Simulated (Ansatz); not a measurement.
Results of r²SCAN in Ansatz (plane waves, PAW) for fcc Au.

Numerical settings: plane-wave cutoff 500 eV, 30×30×30 k mesh, Fermi–Dirac smearing 0.1 eV, scalar-relativistic PAW data made under PBE.

Computed at the level's own relaxed cell.

### Question
Give the computed volume per atom and lattice constant a.

### Answer

* **volume per atom**: 17.54 Å³/atom
* **lattice constant a**: 4.124 Å

Measured, for comparison: equilibrium volume per atom 16.76 Å³/atom, lattice constant a 4.062 Å (static lattice: zero-point anharmonic expansion removed; as tabulated in Mejia-Rodriguez and Trickey (2018), arXiv:1807.09216). Computed (rounded) less measured: equilibrium volume per atom +4.7 %, lattice constant a +1.5 %.

Spin–orbit coupling is not included; it can shift volumes and moduli of such heavy elements.

Ansatz is a program for electronic structure.
